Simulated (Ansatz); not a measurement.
**CH₅BSi: functionals against CCSD(T) at one geometry**

One table from this session's results is given with a row withheld; the runs are named, their logs left out.

Program: Ansatz 0.2.0, Gaussian basis. Level of theory: single points in def2-TZVPP. These are calculated values, not measurements.

Correlated methods freeze the cores.

**Where the work starts**

SMILES `B=C[SiH3]`, 8 atoms, charge 0, spin multiplicity 1.

Atoms are counted from 1 here; the program's logs count them from 0.

Bond lengths: B1–C2 1.377 Å, B1–H4 1.392 Å, C2–Si3 2.007 Å, C2–H5 1.136 Å, Si3–H6 1.427 Å, Si3–H7 1.308 Å, Si3–H8 1.358 Å. Angles: C2–B1–H4 167.2°, B1–C2–Si3 127.6°, B1–C2–H5 118.2°, Si3–C2–H5 112.7°, C2–Si3–H6 114.0°, C2–Si3–H7 105.2°, C2–Si3–H8 109.0°, H6–Si3–H7 115.7°, H6–Si3–H8 111.8°, H7–Si3–H8 100.0°.

Geometry (Å):

| atom | x (Å) | y (Å) | z (Å) |
| --- | --- | --- | --- |
| B1 | -1.37030 | 0.53740 | -1.15840 |
| C2 | -0.10270 | 0.63870 | -0.62960 |
| Si3 | 0.69320 | -0.44820 | 0.85800 |
| H4 | -2.57460 | 0.13770 | -1.73130 |
| H5 | 0.50640 | 1.56790 | -0.86720 |
| H6 | 0.66390 | 0.19960 | 2.12950 |
| H7 | 1.87710 | -0.80080 | 0.42870 |
| H8 | 0.08410 | -1.66110 | 0.89550 |

Set-up of the first run:

run/in.yaml

```yaml
crystal:
  periodic: [false, false, false]
  atoms:
    - {symbol: B, position_ang: [-1.370300, 0.537400, -1.158400]}
    - {symbol: C, position_ang: [-0.102700, 0.638700, -0.629600]}
    - {symbol: Si, position_ang: [0.693200, -0.448200, 0.858000]}
    - {symbol: H, position_ang: [-2.574600, 0.137700, -1.731300]}
    - {symbol: H, position_ang: [0.506400, 1.567900, -0.867200]}
    - {symbol: H, position_ang: [0.663900, 0.199600, 2.129500]}
    - {symbol: H, position_ang: [1.877100, -0.800800, 0.428700]}
    - {symbol: H, position_ang: [0.084100, -1.661100, 0.895500]}
basis:
  gaussian: {orbitals: def2-TZVPP}
correlation: {method: ccsd_t}
output: {forces: true}
```

No record of the launch command was kept for these runs.

Among the steps run: CCSD(T)/def2-TZVPP; PBE0-D4/def2-TZVPP; wB97M-V/def2-TZVPP; r2SCAN-D4/def2-TZVPP; PBE-D4/def2-TZVPP; wB97X-V/def2-TZVPP; BLYP-D4/def2-TZVPP.

One table of the session follows, with a row left open; its other results are not shown here.

| method | RMS force component (eV/Å) | angle to CCSD(T) forces (°) | dipole (D) |
| --- | --- | --- | --- |
| CCSD(T) | 1.986 | reference | 0.37 |
| PBE0-D4 | ? | ? | ? |
| wB97M-V | 1.910 | 5.7 | 0.43 |
| r2SCAN-D4 | 1.950 | 4.4 | 0.37 |
| PBE-D4 | 1.959 | 4.9 | 0.33 |
| wB97X-V | 1.975 | 4.8 | 0.47 |
| BLYP-D4 | 1.890 | 4.5 | 0.33 |

**Question.** Estimate the row for PBE0-D4.

As computed: RMS force component (eV/Å): 1.962; angle to CCSD(T) forces (°): 5.2; dipole (D): 0.41. In the column «RMS force component (eV/Å)» it lies between PBE-D4 (1.959) and wB97X-V (1.975).
